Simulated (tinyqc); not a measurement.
Worked calculation (part 2 of 3): ROHF in the sto-3g basis, for OH+, spin multiplicity 3. This run ends on a higher stationary point, not on the lowest solution. Computed by tinyqc, a small Python program that keeps every step (integrals from PySCF). Command: `OMP_NUM_THREADS=1 python tinyqc.py 26797 26798 out.jsonl` (the two numbers bound the seeds that draw the settings). One thread of a shared host (Intel(R) Xeon(R) Processor @ 2.60GHz), about 0.07 s of CPU time with the checks.

Geometry (angstrom):
```
atom         x         y         z
O     0.000000  0.000000  0.000000
H     0.000000  0.000000  1.575000
```

## Iteration 2: diagonalisation and new density

extrapolated F (hartree):
```
             1O 1s      1O 2s     1O 2px     1O 2py     1O 2pz      2H 1s
1O 1s   -23.183734  -5.625734   0.000000   0.000000   0.001355  -0.315807
1O 2s    -5.625734  -3.438020   0.000000   0.000000   0.015115  -0.418052
1O 2px    0.000000   0.000000  -1.690630  -0.013689   0.000000   0.000000
1O 2py    0.000000   0.000000  -0.013689  -1.575130   0.000000   0.000000
1O 2pz    0.001355   0.015115   0.000000   0.000000  -1.377147  -0.257419
2H 1s    -0.315807  -0.418052   0.000000   0.000000  -0.257419  -0.444868
```

X:
```
            1O 1s      1O 2s    1O 2px    1O 2py     1O 2pz      2H 1s
1O 1s    1.022133  -0.124260  0.000000  0.000000  -0.001540   0.009790
1O 2s   -0.124260   1.034402  0.000000  0.000000   0.012284  -0.092359
1O 2px   0.000000   0.000000  1.000000  0.000000   0.000000   0.000000
1O 2py   0.000000   0.000000  0.000000  1.000000   0.000000   0.000000
1O 2pz  -0.001540   0.012284  0.000000  0.000000   1.012082  -0.091241
2H 1s    0.009790  -0.092359  0.000000  0.000000  -0.091241   1.024122
```

Diagonalise F' = X^T F X, C = X C', fill 5 alpha and 3 beta electrons from the bottom; D(s) = C_occ C_occ^T. Each column has its largest component positive (the first on a tie).

F' = X^T F X (hartree):
```
            1          2          3          4          5          6
1  -22.850701  -2.626949   0.000000   0.000000  -0.005858  -0.014531
2   -2.626949  -2.520811   0.000000   0.000000   0.024867  -0.134046
3    0.000000   0.000000  -1.690630  -0.013689   0.000000   0.000000
4    0.000000   0.000000  -0.013689  -1.575130   0.000000   0.000000
5   -0.005858   0.024867   0.000000   0.000000  -1.365927  -0.106862
6   -0.014531  -0.134046   0.000000   0.000000  -0.106862  -0.378318
```

orbital energies (hartree): MO1 -23.184702, MO2 -2.196690, MO3 -1.692230, MO4 -1.573529, MO5 -1.377201, MO6 -0.357162

coefficients C:
```
              MO1        MO2       MO3        MO4        MO5        MO6
1O 1s    0.998311  -0.250862  0.000000   0.000000  -0.004198   0.026824
1O 2s    0.007067   1.032180  0.000000   0.000000   0.016473  -0.168500
1O 2px   0.000000   0.000000  0.993236  -0.116113   0.000000   0.000000
1O 2py   0.000000   0.000000  0.116113   0.993236   0.000000   0.000000
1O 2pz   0.000028  -0.015770  0.000000   0.000000   0.996356  -0.199536
2H 1s   -0.000541  -0.018280  0.000000   0.000000   0.018773   1.032032
```

D(alpha) after iteration 2:
```
            1O 1s      1O 2s    1O 2px    1O 2py     1O 2pz      2H 1s
1O 1s    1.059575  -0.251949  0.000000  0.000000  -0.000199   0.003967
1O 2s   -0.251949   1.065717  0.000000  0.000000   0.000135  -0.018563
1O 2px   0.000000   0.000000  1.000000  0.000000   0.000000   0.000000
1O 2py   0.000000   0.000000  0.000000  1.000000   0.000000   0.000000
1O 2pz  -0.000199   0.000135  0.000000  0.000000   0.992973   0.018993
2H 1s    0.003967  -0.018563  0.000000  0.000000   0.018993   0.000687
```

D(beta) after iteration 2:
```
            1O 1s      1O 2s    1O 2px    1O 2py     1O 2pz      2H 1s
1O 1s    1.059557  -0.251880  0.000000  0.000000   0.003984   0.004046
1O 2s   -0.251880   1.065446  0.000000  0.000000  -0.016277  -0.018872
1O 2px   0.000000   0.000000  0.986518  0.115328   0.000000   0.000000
1O 2py   0.000000   0.000000  0.115328  0.013482   0.000000   0.000000
1O 2pz   0.003984  -0.016277  0.000000  0.000000   0.000249   0.000288
2H 1s    0.004046  -0.018872  0.000000  0.000000   0.000288   0.000334
```

## Iteration 3: building the Fock matrix

core Hamiltonian H = T + V (hartree):
```
             1O 1s      1O 2s     1O 2px     1O 2py     1O 2pz      2H 1s
1O 1s   -31.951240  -7.430619   0.000000   0.000000  -0.005734  -0.413350
1O 2s    -7.430619  -8.579736   0.000000   0.000000  -0.072286  -1.120237
1O 2px    0.000000   0.000000  -6.775443   0.000000   0.000000   0.000000
1O 2py    0.000000   0.000000   0.000000  -6.775443   0.000000   0.000000
1O 2pz   -0.005734  -0.072286   0.000000   0.000000  -6.809025  -0.932497
2H 1s    -0.413350  -1.120237   0.000000   0.000000  -0.932497  -3.146620
```

Two-electron integrals (ij|kl) in chemists' order, unique and non-zero (hartree):
```
(11|11) 4.785065   (21|11) 0.741380   (21|21) 0.136873   (22|11) 1.118947
(22|21) 0.256633   (22|22) 0.817206   (31|31) 0.024477   (32|31) 0.037809
(32|32) 0.180518   (33|11) 1.115814   (33|21) 0.256684   (33|22) 0.817023
(33|33) 0.880159   (41|41) 0.024477   (42|41) 0.037809   (42|42) 0.180518
(43|43) 0.047444   (44|11) 1.115814   (44|21) 0.256684   (44|22) 0.817023
(44|33) 0.785270   (44|44) 0.880159   (51|51) 0.024477   (52|51) 0.037809
(52|52) 0.180518   (53|53) 0.047444   (54|54) 0.047444   (55|11) 1.115814
(55|21) 0.256684   (55|22) 0.817023   (55|33) 0.785270   (55|44) 0.785270
(55|55) 0.880159   (61|11) 0.041325   (61|21) 0.007572   (61|22) 0.014134
(61|33) 0.014112   (61|44) 0.014112   (61|51) 0.000317   (61|52) 0.000602
(61|55) 0.014178   (61|61) 0.000423   (62|11) 0.125644   (62|21) 0.029290
(62|22) 0.106804   (62|33) 0.104943   (62|44) 0.104943   (62|51) 0.002133
(62|52) 0.018169   (62|55) 0.110416   (62|61) 0.001651   (62|62) 0.019287
(63|31) 0.002734   (63|32) 0.017100   (63|53) 0.003554   (63|63) 0.002448
(64|41) 0.002734   (64|42) 0.017100   (64|54) 0.003554   (64|64) 0.002448
(65|11) 0.103152   (65|21) 0.024320   (65|22) 0.094873   (65|33) 0.090996
(65|44) 0.090996   (65|51) 0.004175   (65|52) 0.031386   (65|55) 0.102518
(65|61) 0.001413   (65|62) 0.020904   (65|65) 0.024875   (66|11) 0.334962
(66|21) 0.079261   (66|22) 0.332843   (66|33) 0.323250   (66|44) 0.323250
(66|51) 0.005584   (66|52) 0.068140   (66|55) 0.351824   (66|61) 0.004470
(66|62) 0.085255   (66|65) 0.106743   (66|66) 0.774606
```

nuclear repulsion = 2.68788425 hartree

J_ij = sum D_kl (ij|kl) with D = D(alpha) + D(beta), K_ij = sum D_kl (ik|jl) for each spin; F = H + J - K(s); E = tr D H + tr D J / 2 - 0.5 sum_s tr D(s) K(s) + E_nn.

Coulomb J (hartree):
```
            1O 1s      1O 2s    1O 2px    1O 2py     1O 2pz     2H 1s
1O 1s   16.229052   3.004032  0.000000  0.000000  -0.001023  0.166408
1O 2s    3.004032   7.112978  0.000000  0.000000  -0.005612  0.887762
1O 2px   0.000000   0.000000  7.167580  0.010943   0.000000  0.000000
1O 2py   0.000000   0.000000  0.010943  7.075250   0.000000  0.000000
1O 2pz  -0.001023  -0.005612  0.000000  0.000000   7.073392  0.769630
2H 1s    0.166408   0.887762  0.000000  0.000000   0.769630  2.654932
```

exchange K(alpha) (hartree):
```
           1O 1s     1O 2s    1O 2px    1O 2py    1O 2pz     2H 1s
1O 1s   4.915742  0.855579  0.000000  0.000000  0.000110  0.051000
1O 2s   0.855579  1.423879  0.000000  0.000000  0.000790  0.171816
1O 2px  0.000000  0.000000  1.173504  0.000000  0.000000  0.000000
1O 2py  0.000000  0.000000  0.000000  1.173504  0.000000  0.000000
1O 2pz  0.000110  0.000790  0.000000  0.000000  1.170908  0.133532
2H 1s   0.051000  0.171816  0.000000  0.000000  0.133532  0.051228
```

exchange K(beta) (hartree):
```
            1O 1s      1O 2s    1O 2px    1O 2py     1O 2pz     2H 1s
1O 1s    4.866936   0.780187  0.000000  0.000000  -0.000297  0.043989
1O 2s    0.780187   1.063218  0.000000  0.000000  -0.017043  0.119982
1O 2px   0.000000   0.000000  1.067545  0.096035   0.000000  0.000000
1O 2py   0.000000   0.000000  0.096035  0.257284   0.000000  0.000000
1O 2pz  -0.000297  -0.017043  0.000000  0.000000   0.245801  0.018841
2H 1s    0.043989   0.119982  0.000000  0.000000   0.018841  0.019089
```

F(alpha) (hartree):
```
             1O 1s      1O 2s     1O 2px     1O 2py     1O 2pz      2H 1s
1O 1s   -20.637931  -5.282167   0.000000   0.000000  -0.006867  -0.297942
1O 2s    -5.282167  -2.890637   0.000000   0.000000  -0.078689  -0.404291
1O 2px    0.000000   0.000000  -0.781366   0.010943   0.000000   0.000000
1O 2py    0.000000   0.000000   0.010943  -0.873697   0.000000   0.000000
1O 2pz   -0.006867  -0.078689   0.000000   0.000000  -0.906541  -0.296400
2H 1s    -0.297942  -0.404291   0.000000   0.000000  -0.296400  -0.542916
```

F(beta) (hartree):
```
             1O 1s      1O 2s     1O 2px     1O 2py     1O 2pz      2H 1s
1O 1s   -20.589125  -5.206774   0.000000   0.000000  -0.006460  -0.290931
1O 2s    -5.206774  -2.529977   0.000000   0.000000  -0.060856  -0.352458
1O 2px    0.000000   0.000000  -0.675408  -0.085092   0.000000   0.000000
1O 2py    0.000000   0.000000  -0.085092   0.042523   0.000000   0.000000
1O 2pz   -0.006460  -0.060856   0.000000   0.000000   0.018566  -0.181708
2H 1s    -0.290931  -0.352458   0.000000   0.000000  -0.181708  -0.510777
```

total energy of this density = -73.79026766 hartree

## Iteration 3: Roothaan effective Fock matrix

overlap S:
```
           1O 1s     1O 2s    1O 2px    1O 2py    1O 2pz     2H 1s
1O 1s   1.000000  0.236704  0.000000  0.000000  0.000000  0.013048
1O 2s   0.236704  1.000000  0.000000  0.000000  0.000000  0.173553
1O 2px  0.000000  0.000000  1.000000  0.000000  0.000000  0.000000
1O 2py  0.000000  0.000000  0.000000  1.000000  0.000000  0.000000
1O 2pz  0.000000  0.000000  0.000000  0.000000  1.000000  0.175397
2H 1s   0.013048  0.173553  0.000000  0.000000  0.175397  1.000000
```

With projectors Pc = D(beta) S, Po = (D(alpha) - D(beta)) S, Pv = 1 - D(alpha) S, the block xy is Px^T F Py; with Fc = (F(alpha) + F(beta))/2, the blocks are Fc for cc, oo, vv and cv, F(beta) for co and F(alpha) for ov.

effective F (hartree):
```
             1O 1s      1O 2s     1O 2px     1O 2py     1O 2pz      2H 1s
1O 1s   -20.613528  -5.244455   0.000000   0.000000  -0.005824  -0.294274
1O 2s    -5.244455  -2.710131   0.000000   0.000000  -0.065084  -0.376813
1O 2px    0.000000   0.000000  -0.728387  -0.037074   0.000000   0.000000
1O 2py    0.000000   0.000000  -0.037074  -0.415587   0.000000   0.000000
1O 2pz   -0.005824  -0.065084   0.000000   0.000000  -0.445419  -0.205139
2H 1s    -0.294274  -0.376813   0.000000   0.000000  -0.205139  -0.513469
```

## Iteration 3: DIIS over 3 matrices

error matrix X^T (FDS - SDF) X:
```
           1          2         3         4          5          6
1   0.000000   0.004407  0.000000  0.000000   0.007717  -0.070091
2  -0.004407   0.000000  0.000000  0.000000   0.080349   0.121418
3   0.000000   0.000000  0.000000  0.000000   0.000000   0.000000
4   0.000000   0.000000  0.000000  0.000000   0.000000   0.000000
5  -0.007717  -0.080349  0.000000  0.000000   0.000000   0.112800
6   0.070091  -0.121418  0.000000  0.000000  -0.112800   0.000000
```

B (overlaps of the stored error matrices):
```
                1               2               3
1   4.8617807e-02  -3.3496796e-02  -3.1093733e-02
2  -3.3496796e-02   1.0677291e-01   9.0110850e-02
3  -3.1093733e-02   9.0110850e-02   7.7827827e-02
```

Minimise |sum c_i e_i|^2 with sum c_i = 1: solve [B -1; -1 0][c; lambda] = [0; -1] with B_ij = tr e_i^T e_j, and take F = sum c_i F_i.

DIIS coefficients: 0.485921  -1.175313  1.689392

extrapolated F (hartree):
```
             1O 1s      1O 2s     1O 2px     1O 2py     1O 2pz      2H 1s
1O 1s   -22.609485  -5.541696   0.000000   0.000000  -0.000532  -0.311428
1O 2s    -5.541696  -3.282603   0.000000   0.000000  -0.028621  -0.422458
1O 2px    0.000000   0.000000  -1.477316  -0.019059   0.000000   0.000000
1O 2py    0.000000   0.000000  -0.019059  -1.316512   0.000000   0.000000
1O 2pz   -0.000532  -0.028621   0.000000   0.000000  -1.167286  -0.242267
2H 1s    -0.311428  -0.422458   0.000000   0.000000  -0.242267  -0.447438
```

## Iteration 3: diagonalisation and new density

As before.

F' = X^T F X (hartree):
```
            1          2          3          4          5          6
1  -22.269612  -2.630110   0.000000   0.000000  -0.003010  -0.010247
2   -2.630110  -2.367441   0.000000   0.000000  -0.017242  -0.148562
3    0.000000   0.000000  -1.477316  -0.019059   0.000000   0.000000
4    0.000000   0.000000  -0.019059  -1.316512   0.000000   0.000000
5   -0.003010  -0.017242   0.000000   0.000000  -1.154834  -0.106318
6   -0.010247  -0.148562   0.000000   0.000000  -0.106318  -0.380681
```

orbital energies (hartree): MO1 -22.611359, MO2 -2.039360, MO3 -1.479545, MO4 -1.314284, MO5 -1.167693, MO6 -0.354157

coefficients C:
```
              MO1        MO2       MO3        MO4        MO5        MO6
1O 1s    0.997614  -0.253083  0.000000   0.000000   0.009698   0.030271
1O 2s    0.009937   1.029243  0.000000   0.000000  -0.041996  -0.181398
1O 2px   0.000000   0.000000  0.993236  -0.116113   0.000000   0.000000
1O 2py   0.000000   0.000000  0.116113   0.993236   0.000000   0.000000
1O 2pz   0.000188   0.034082  0.000000   0.000000   0.991096  -0.222158
2H 1s   -0.000863  -0.003450  0.000000   0.000000   0.042713   1.031475
```

D(alpha) after iteration 3:
```
            1O 1s      1O 2s    1O 2px    1O 2py     1O 2pz      2H 1s
1O 1s    1.059378  -0.250978  0.000000  0.000000   0.001174   0.000426
1O 2s   -0.250978   1.061204  0.000000  0.000000  -0.006542  -0.005354
1O 2px   0.000000   0.000000  1.000000  0.000000   0.000000   0.000000
1O 2py   0.000000   0.000000  0.000000  1.000000   0.000000   0.000000
1O 2pz   0.001174  -0.006542  0.000000  0.000000   0.983434   0.042215
2H 1s    0.000426  -0.005354  0.000000  0.000000   0.042215   0.001837
```

D(beta) after iteration 3:
```
            1O 1s      1O 2s    1O 2px    1O 2py     1O 2pz      2H 1s
1O 1s    1.059284  -0.250570  0.000000  0.000000  -0.008438   0.000012
1O 2s   -0.250570   1.059441  0.000000  0.000000   0.035080  -0.003560
1O 2px   0.000000   0.000000  0.986518  0.115328   0.000000   0.000000
1O 2py   0.000000   0.000000  0.115328  0.013482   0.000000   0.000000
1O 2pz  -0.008438   0.035080  0.000000  0.000000   0.001162  -0.000118
2H 1s    0.000012  -0.003560  0.000000  0.000000  -0.000118   0.000013
```

## Iteration 4: building the Fock matrix

As before.

Coulomb J (hartree):
```
            1O 1s     1O 2s    1O 2px    1O 2py    1O 2pz     2H 1s
1O 1s   16.220315  3.002126  0.000000  0.000000  0.002126  0.166355
1O 2s    3.002126  7.108463  0.000000  0.000000  0.012199  0.889437
1O 2px   0.000000  0.000000  7.163051  0.010943  0.000000  0.000000
1O 2py   0.000000  0.000000  0.010943  7.070721  0.000000  0.000000
1O 2pz   0.002126  0.012199  0.000000  0.000000  7.068906  0.772918
2H 1s    0.166355  0.889437  0.000000  0.000000  0.772918  2.664874
```

exchange K(alpha) (hartree):
```
           1O 1s      1O 2s    1O 2px    1O 2py     1O 2pz     2H 1s
1O 1s   4.915312   0.855302  0.000000  0.000000   0.000100  0.050964
1O 2s   0.855302   1.422420  0.000000  0.000000  -0.000749  0.176885
1O 2px  0.000000   0.000000  1.172905  0.000000   0.000000  0.000000
1O 2py  0.000000   0.000000  0.000000  1.172905   0.000000  0.000000
1O 2pz  0.000100  -0.000749  0.000000  0.000000   1.167355  0.141576
2H 1s   0.050964   0.176885  0.000000  0.000000   0.141576  0.058701
```

exchange K(beta) (hartree):
```
           1O 1s     1O 2s    1O 2px    1O 2py    1O 2pz     2H 1s
1O 1s   4.866668  0.780248  0.000000  0.000000  0.000619  0.043936
1O 2s   0.780248  1.062124  0.000000  0.000000  0.032091  0.129922
1O 2px  0.000000  0.000000  1.067094  0.096035  0.000000  0.000000
1O 2py  0.000000  0.000000  0.096035  0.256833  0.000000  0.000000
1O 2pz  0.000619  0.032091  0.000000  0.000000  0.246449  0.027031
2H 1s   0.043936  0.129922  0.000000  0.000000  0.027031  0.023351
```

F(alpha) (hartree):
```
             1O 1s      1O 2s     1O 2px     1O 2py     1O 2pz      2H 1s
1O 1s   -20.646237  -5.283796   0.000000   0.000000  -0.003707  -0.297959
1O 2s    -5.283796  -2.893694   0.000000   0.000000  -0.059338  -0.407686
1O 2px    0.000000   0.000000  -0.785297   0.010943   0.000000   0.000000
1O 2py    0.000000   0.000000   0.010943  -0.877627   0.000000   0.000000
1O 2pz   -0.003707  -0.059338   0.000000   0.000000  -0.907475  -0.301155
2H 1s    -0.297959  -0.407686   0.000000   0.000000  -0.301155  -0.540447
```

F(beta) (hartree):
```
             1O 1s      1O 2s     1O 2px     1O 2py     1O 2pz      2H 1s
1O 1s   -20.597594  -5.208742   0.000000   0.000000  -0.004227  -0.290931
1O 2s    -5.208742  -2.533398   0.000000   0.000000  -0.092178  -0.360723
1O 2px    0.000000   0.000000  -0.679486  -0.085092   0.000000   0.000000
1O 2py    0.000000   0.000000  -0.085092   0.038445   0.000000   0.000000
1O 2pz   -0.004227  -0.092178   0.000000   0.000000   0.013431  -0.186611
2H 1s    -0.290931  -0.360723   0.000000   0.000000  -0.186611  -0.505097
```

total energy of this density = -73.80575241 hartree

## Iteration 4: Roothaan effective Fock matrix

As before.

effective F (hartree):
```
             1O 1s      1O 2s     1O 2px     1O 2py     1O 2pz      2H 1s
1O 1s   -20.621916  -5.246221   0.000000   0.000000  -0.005494  -0.294753
1O 2s    -5.246221  -2.713076   0.000000   0.000000  -0.082968  -0.386919
1O 2px    0.000000   0.000000  -0.732391  -0.037074   0.000000   0.000000
1O 2py    0.000000   0.000000  -0.037074  -0.419591   0.000000   0.000000
1O 2pz   -0.005494  -0.082968   0.000000   0.000000  -0.450780  -0.207481
2H 1s    -0.294753  -0.386919   0.000000   0.000000  -0.207481  -0.507341
```

## Iteration 4: DIIS over 4 matrices

error matrix X^T (FDS - SDF) X:
```
           1          2         3         4          5          6
1   0.000000   0.004396  0.000000  0.000000  -0.001665  -0.063055
2  -0.004396   0.000000  0.000000  0.000000   0.047351   0.108889
3   0.000000   0.000000  0.000000  0.000000   0.000000   0.000000
4   0.000000   0.000000  0.000000  0.000000   0.000000   0.000000
5   0.001665  -0.047351  0.000000  0.000000   0.000000   0.113340
6   0.063055  -0.108889  0.000000  0.000000  -0.113340   0.000000
```

B (overlaps of the stored error matrices):
```
                1               2               3               4
1   4.8617807e-02  -3.3496796e-02  -3.1093733e-02  -2.9910066e-02
2  -3.3496796e-02   1.0677291e-01   9.0110850e-02   7.7440193e-02
3  -3.1093733e-02   9.0110850e-02   7.7827827e-02   6.8473042e-02
4  -2.9910066e-02   7.7440193e-02   6.8473042e-02   6.1885644e-02
```

As before.

DIIS coefficients: 0.491455  -0.153396  -0.663124  1.325066

extrapolated F (hartree):
```
             1O 1s      1O 2s     1O 2px     1O 2py     1O 2pz      2H 1s
1O 1s   -22.632041  -5.544931   0.000000   0.000000   0.000134  -0.311858
1O 2s    -5.544931  -3.284713   0.000000   0.000000  -0.033944  -0.426528
1O 2px    0.000000   0.000000  -1.485736  -0.018854   0.000000   0.000000
1O 2py    0.000000   0.000000  -0.018854  -1.326663   0.000000   0.000000
1O 2pz    0.000134  -0.033944   0.000000   0.000000  -1.179715  -0.248026
2H 1s    -0.311858  -0.426528   0.000000   0.000000  -0.248026  -0.447914
```
